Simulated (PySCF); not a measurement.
**Computed and reference excited states of `O=C1C=COC=C1` (pyranone)**

Published values to compare with (the computed states carry no symmetry labels, so the two lists aren't matched line by line):

```tsv
state	E (eV)	f	kind of transition	source
3A2(n→π*)	3.38		0-0 transition	[1]
1A2(n→π*)	3.52		0-0 transition	[1]
3A2(n→π*)	3.82		vertical absorption	[2]
3A1(π→π*)	3.97		vertical absorption	[2]
1A2(n→π*)	4.01		vertical absorption	[2]
3B2(π→π*)	4.43		vertical absorption	[2]
1B1(n→π*)	5.18	0.000	vertical absorption	[2]
1A1(π→π*)	5.62	0.234	vertical absorption	[2]
1B2(π→π*)	5.74	0.015	vertical absorption	[2]
1B2(Ryd)	6.46	0.006	vertical absorption	[2]
1B1(Ryd)	6.54	0.027	vertical absorption	[2]
```

[1] measured, gas; Loos, Jacquemin, substituted benzenes, arXiv:2401.13809 (2024)
[2] computed, theoretical best estimate (aug-cc-pVTZ), gas; Loos, Jacquemin, substituted benzenes, arXiv:2401.13809 (2024)

Species: pyranone, C₅H₄O₂.
Z-matrix (Å and degrees, PBE0-D3(BJ)/def2-TZVP geometry), rows numbered from 1:
```
O 
C   1  1.2183
C   2  1.4599  1  123.70
C   3  1.3377  2  121.00  1   179.91
O   4  1.3458  3  123.85  2    -0.06
C   5  1.3460  4  117.69  3     0.10
C   6  1.3377  5  123.84  4    -0.07
H   3  1.0820  2  119.05  1    -0.17
H   4  1.0821  3  124.89  2   179.95
H   6  1.0821  5  111.24  4   179.93
H   7  1.0820  2  119.06  1     0.13
```

Theory: TDDFT CAM-B3LYP/aug-cc-pVTZ, vertical, gas phase, core orbitals frozen in the response (PySCF). Geometry: PBE0-D3(BJ)/def2-TZVP; no solvent, vibrations or thermal averaging.

Computed singlets: 4.23 eV (f 0.000); 5.57 eV (f 0.001); 5.76 eV (f 0.013); 5.84 eV (f 0.229); 6.53 eV (f 0.026); 6.67 eV (f 0.016); 6.70 eV (f 0.132); 6.98 eV (f 0.000); 7.18 eV (f 0.023); 7.34 eV (f 0.024). Computed triplets (Tamm–Dancoff): 3.79, 3.80, 4.27, 5.38 eV.

**Question.** How does the lowest computed singlet compare with the best estimate listed for the lowest singlet (vertical absorption)?

**Answer.** 4.23 eV against 4.01 eV for 1A2(n→π*) [2]: a difference of +0.22 eV. Geometry and basis of the two calculations needn't be the same.

**Question.** How does the lowest computed triplet compare with the best estimate listed for the lowest triplet (vertical absorption)?

**Answer.** 3.79 eV against 3.82 eV for 3A2(n→π*) [2]: a difference of -0.02 eV. Geometry and basis of the two calculations needn't be the same.

Adiabatic (Te) and 0-0 energies refer to the relaxed excited state and aren't the vertical quantity computed here.

The run took 2.3 min wall, 4.8 min CPU on AMD EPYC, 2 threads, on a shared host, and the process peaked at 2.1 GiB of memory.
